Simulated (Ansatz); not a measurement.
C₃H₄FNO at its PBE0-D4/def2-TZVP geometry, where that method's forces vanish. The species carries charge 0 and has multiplicity 1. The bonds changed during the relaxation, so this is another structure than the one it started from.

```xyz
10

N     0.1288    0.5590   -1.6081
C    -0.4006   -0.2400   -0.5367
C     0.1229    0.0991    0.8354
C    -0.4342   -0.4667    2.0909
F     0.2876   -1.4897    2.4539
O     0.9526    0.9547    1.0657
H    -0.1137    1.5329   -1.4716
H     1.1410    0.5195   -1.6074
H    -0.1909   -1.3030   -0.7151
H    -1.4937   -0.1658   -0.5070
```

Task: What forces (eV/Å) does B3LYP-D4/def2-TZVPP give on these atoms in Ansatz? (An estimate is asked.)

Result: The calculation gave: 
```
N1   0.106  0.149 -0.165
C2  -0.221 -0.266  0.046
C3  -0.147 -0.114  0.097
C4  -0.248  0.248 -0.072
F5   0.212 -0.330  0.137
O6   0.244  0.238  0.038
H7   0.008  0.014 -0.038
H8   0.003  0.017 -0.039
H9  -0.012  0.048  0.002
H10  0.055 -0.004 -0.008
```

B3LYP here is the variant with VWN-RPA as its local correlation; programs differ in this.
